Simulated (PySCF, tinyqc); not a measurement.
Inside a calculation. Method: RHF in the sto-6g basis, for H2O, spin multiplicity 1. The lowest restricted solution is unstable here: a spin-polarised one lies 0.0003 hartree lower (PySCF). One step of it, computed by the program tinyqc.

Task: Orthogonalisation. S = U s U^T; symmetric (Loewdin) form X = U s^(-1/2) U^T, so that X^T S X = 1.

overlap S, lower triangle:
```
,1O 1s,1O 2s,1O 2px,1O 2py,1O 2pz,2H 1s,3H 1s
1O 1s,1.000000
1O 2s,0.231145,1.000000
1O 2px,0.000000,0.000000,1.000000
1O 2py,0.000000,0.000000,0.000000,1.000000
1O 2pz,0.000000,0.000000,0.000000,0.000000,1.000000
2H 1s,0.026464,0.294285,0.000000,0.220485,0.160877,1.000000
3H 1s,0.028003,0.306132,0.000000,-0.227714,0.166285,0.111711,1.000000
```

Give: eigenvalues of S; X.

Result:

eigenvalues of S: 0.531  0.623  0.893  1.000  1.097  1.266  1.591

X, lower triangle:
```
,1O 1s,1O 2s,1O 2px,1O 2py,1O 2pz,2H 1s,3H 1s
1O 1s,1.022
1O 2s,-0.128,1.098
1O 2px,0.000,0.000,1.000
1O 2py,0.000,-0.002,0.000,1.045
1O 2pz,-0.004,0.041,0.000,-0.001,1.022
2H 1s,0.014,-0.160,0.000,-0.129,-0.086,1.071
3H 1s,0.015,-0.168,0.000,0.134,-0.090,-0.037,1.077
```
